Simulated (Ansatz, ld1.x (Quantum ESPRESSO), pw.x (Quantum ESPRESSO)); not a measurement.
# Pt: does the RRKJ potential hold in the solid?

ld1.x (Quantum ESPRESSO) 7.5 input, shortened:

```
&input
   title='Pt', zed=78., rel=1, dft='PBESOL', iswitch=3,
   config='[Xe] 4f14 5d9 6s1 6p0'
 /
 &inputp
   pseudotype=2, tm=.false., lloc=0,
   nlcc=.true., new_core_ps=.true., rcore=2.05
 /
3
6P  2  1   0.00   0.00  3.55  3.55  0.0
5D  3  2   9.00   0.00  2.10  2.10  0.0
6S  1  0   1.00   0.00  2.55  2.55  0.0
 &test
   configts(1)='5d9 6s1 6p0'
 /
```

Atomic tests: cutoffs needed: 35 Ry and 40 Ry (the cutoffs (Ry, on a coarse ladder) from which the occupation-weighted sum of valence levels, in a spherical-Bessel basis at the reference potential, stays within 10 and 1 mRy of its value at 400 Ry); ghost test: no extra level below or beside the all-electron valence levels (p, d, s, f tested) (spherical-Bessel basis up to 400 Ry, 20 bohr box); largest excitation error: -946 meV (all-electron minus pseudo) for 5d6 6s0 6p0, out of 7 test configurations.

Crystal test: bcc Pt in pw.x 7.5, no spin, 15³ k-points, Fermi–Dirac smearing 0.01 Ry, cutoffs 50/200 Ry. The reference is all-electron LAPW (Ansatz 0.2.0) with the same functional, mesh and smearing; V0 and B0 come from Birch–Murnaghan fits to the pressures at five volumes. Errors are pseudo minus all-electron; Δ is the rms difference of the E(V) curves that follow from these fits, minima aligned, over ±6 % about the mean V0. Mesh and smearing are coarse, so the numbers serve the comparison and aren't converged zero-temperature values; the lattice is a test structure that the element need not adopt.

```tsv
V (Å³/atom)	P all-electron (GPa)	P pseudo (GPa)
14.538	14.14	22.91
14.920	5.68	13.61
15.303	-1.52	5.65
15.686	-7.65	-1.14
16.068	-12.86	-6.94
```

All-electron: a0 = 3.122 Å (V0 = 15.22 Å³/atom), B0 = 273.8 GPa.

Pseudopotential: mean pressure error (GPa): +7.26; a0 (Å): 3.149; a0 error (%): +0.87; B0 error (%): -3.8; Δ (meV/atom): 23.6. The largest radius (3.55 bohr) exceeds half the bond length (2.56 bohr), so the spheres overlap, which is one possible source of error among others. This is a poor potential for the solid.

Problem. At the middle volume, how do free energy and pressure move when the wave cutoff is lowered (ecutrho kept at four times it)?

Solution.

| cutoff (Ry) | shift of F (meV/atom) | shift of P (GPa) |
| --- | --- | --- |
| 22 | +7308.2 | -321.64 |
| 30 | +477.4 | -39.74 |
| 40 | +2.5 | -0.21 |

The run at the middle volume (120 k-points, 7 iterations) took about 11 s on one core of a shared host (Intel(R) Xeon(R) Platinum 8259CL CPU @ 2.50GHz, 96 threads, 755 GiB, load 58).
